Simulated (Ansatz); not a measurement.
`C#CC(F)CCl` + CH₃OH → `COC(F)CCl` + `C#C`  (substitution at a C–C bond)

Calculated with Ansatz (gas phase, PBE0-D4/def2-TZVP geometries, no zero-point term in ΔE). CCSD(T)/CBS adds triple-zeta CCSD(T) − MP2 to the extrapolated MP2 energy (def2 sets, frozen cores). This one scheme is used for every species. DFT in def2-TZVPP. B3LYP here is the variant with VWN-RPA as its local correlation; programs differ in this. One conformer a species, not always the lowest.

Question: Is it downhill or uphill in electronic energy at CCSD(T)/CBS, and by how much? (An estimate is asked.)

Answer: Computed: Downhill: ΔE = -4.1 kJ/mol.

Question: What do these levels give: PBE-D4, B3LYP-D4, ωB97X-V, B2PLYP, PBE, r2SCAN, PBE0, MP2/def2-TZVPP, HF/def2-QZVPP, MP2/def2-QZVPP, HF/CBS(def2), CCSD/CBS(def2)? (An estimate is asked.)

Answer: Computed: PBE-D4 0.1, B3LYP-D4 -3.8, ωB97X-V -8.9, B2PLYP -4.0, PBE 0.3, r2SCAN -6.3, PBE0 -0.3, MP2/def2-TZVPP 0.7, HF/def2-QZVPP -11.5, MP2/def2-QZVPP 2.0, HF/CBS(def2) -11.5, CCSD/CBS(def2) -3.9 kJ/mol.

Largest T1 diagnostic among the species: 0.013.

In def2-TZVPP, CCSD(T) changes the Hartree–Fock value by +5.7 kJ/mol (the triples alone add −0.2 kJ/mol) and MP2 by +12.5 kJ/mol.
